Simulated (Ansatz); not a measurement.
## Relaxing LiSb3

Level of theory: DFT PBE, scalar-relativistic, plane waves, PAW (Ansatz).

The start is a database structure of LiSb3, space group Pm-3m (No. 221).

Input of the last, converged step (default PAW datasets):

```yaml
crystal:
  lattice:
    - [4.681021, 0.0, 0.0]
    - [0.0, 4.681021, 0.0]
    - [0.0, 0.0, 4.681021]
  atoms:
    - { symbol: Li, position: [0.0, 0.0, 0.0] }
    - { symbol: Sb, position: [0.5, 0.0, 0.5] }
    - { symbol: Sb, position: [0.0, 0.5, 0.5] }
    - { symbol: Sb, position: [0.5, 0.5, 0.0] }
basis:
  ecutwfc: 420
kpoints:
  mp_grid: { grid: [10, 10, 10] }
hamiltonian:
  xc: pbe
scf:
  occupations: { method: gaussian, width: 0.1 }
output:
  forces: true
  stress: true
  eigenvalues: true
  write_density: true
  write_potential: true
  elf: true
  volumetric_format: npy
relax:
  adjacent_minimum: "off"
  f_tol: 0.01
  max_steps: 80
  cell: { stress_tol: 0.05 }
```

Launched as:

```bash
ansatz run input.yaml --threads 1 --pin off --max-ram 2560MiB --backend cpu --events-out ev --progress --plain --runs-dir out
```

The run took 57 s on 1 thread of Intel(R) Xeon(R) Platinum 8259CL CPU @ 2.50GHz (Skylake/Cascade Lake), on a shared host, peak memory 0.5 GiB.

End of the output:

```
SCF converged after 6 iterations
Free energy (F): -19658.326284 eV
Harris-Foulkes:  -19658.326284 eV  (|F-HF|=3.64e-12)
Internal energy: -19658.313594 eV  (E = F + TS)
E sigma→0 (E₀):  -19658.319939 eV
Entropy (-TS):   -0.012690 eV (-3.173 meV/atom)
Fermi energy:    9.439412 eV
--- Per-component energies (eV) ---
  E_band       = -600.780695
  E_kinetic    = 640.740811
  E_local      = -4995.782809  (includes V_loc(G=0)·N_el)
  E_nonlocal   = 1051.157843
  E_hartree    = 2248.520019
  E_xc         = -425.904059
  E_vxc        = -302.282225  (∫ρ·V_xc dr)
  E_paw        = -13744.554763  (= ΣΔE_a)
  E_vpaw       = -1491.654489  (= ΣTr[D̂ρ^β])
  E_aug_tail   = 0.000011  (compensation charges beyond the density's cutoff)
  E_ewald      = -4432.490646
  E_smearing   = -0.012690  (= −TS)
  E_closure    = 0.000000  (closes the sum)
  Σ components = -19658.326284   (vs F -19658.326284, Δ=0.00e0)
--- Forces (eV/Å), atoms counted from 1 ---
  atom   1  Li     0.00000000     0.00000000     0.00000000
  atom   2  Sb     0.00000000     0.00000000     0.00000000
  atom   3  Sb     0.00000000     0.00000000     0.00000000
  atom   4  Sb     0.00000000     0.00000000     0.00000000
  max |Σ_I F_I| component: 8.82e-29 eV/Å
--- Stress (GPa, compression-positive) ---
       -0.000587       0.000000       0.000000
        0.000000      -0.000587       0.000000
        0.000000       0.000000      -0.000587
  P = ⅓ Tr σ = -0.0006 GPa (-0.006 kbar)
--- Relaxed structure (3 steps of the walk, 3 accepted, 1 SCFs on fresh bases) ---
  F+E_penalty+E_count = -19658.32628430 eV   max|allowed force component| = 8.630e-29 eV/Å   (the final SCF, on the basis selected at the relaxed cell)
  cell:  # Å, volume = 102.8458 Å³
    - [4.685208, 0.000000, 0.000000]
    - [0.000000, 4.685208, 0.000000]
    - [0.000000, 0.000000, 4.685208]
  atoms:
    - { symbol: Li, position: [0.000000, 0.000000, 0.000000] }
    - { symbol: Sb, position: [0.500000, 0.000000, 0.500000] }
    - { symbol: Sb, position: [0.000000, 0.500000, 0.500000] }
    - { symbol: Sb, position: [0.500000, 0.500000, 0.000000] }
```

Absolute energies hang on the potentials; compare differences alone.

The result has space group Pm-3m (No. 221). Li is coordinated by 12 Sb at 3.31 Å; around Sb lie 4 Li at 3.31 Å and 8 Sb at 3.31 Å.

Against the elements it lies at -0.04 eV/atom. The zero of energy is the elements' standard structures at the same level; no fitted shifts are applied.

For metals, differences of a few meV/atom aren't resolved. Spin–orbit coupling is left out.

A structure relaxed within its symmetry needn't be a true minimum.